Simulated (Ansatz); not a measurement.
SiSe2 (Ibam, No. 72) was calculated with HSE06 in Ansatz (plane waves, PAW).

Numerical settings: plane-wave cutoff 500 eV, 6×6×6 k mesh, gaussian smearing 0.02 eV, scalar-relativistic PAW data made under PBE.

Cell (relaxed with PBEsol):

```cif
data_Se4Si2
_chemical_formula_sum 'Si2 Se4'
_space_group_name_H-M_alt 'P 1'
_space_group_IT_number 1
_cell_length_a 6.33623
_cell_length_b 6.33623
_cell_length_c 6.33623
_cell_angle_alpha 120.394
_cell_angle_beta 85.475
_cell_angle_gamma 124.956
loop_
_space_group_symop_operation_xyz
  'x, y, z'
loop_
_atom_site_label
_atom_site_type_symbol
_atom_site_fract_x
_atom_site_fract_y
_atom_site_fract_z
_atom_site_occupancy
Si1 Si 0.75000 0.75000 0.00000 1
Si2 Si 0.25000 0.25000 0.00000 1
Se1 Se 0.12820 0.20526 0.33345 1
Se2 Se 0.87180 0.79474 0.66655 1
Se3 Se 0.37180 0.70526 0.07706 1
Se4 Se 0.62820 0.29474 0.92294 1
```

Question: Estimate the band gap that the calculation returns.

Answer: 
- band gap: 2.65 eV (on the SCF k mesh)

Note: cell and atoms aren't relaxed at this level.

Spin–orbit coupling is not included.

The computed numbers hold no vibrational or temperature effects.

Ansatz is an electronic-structure program.
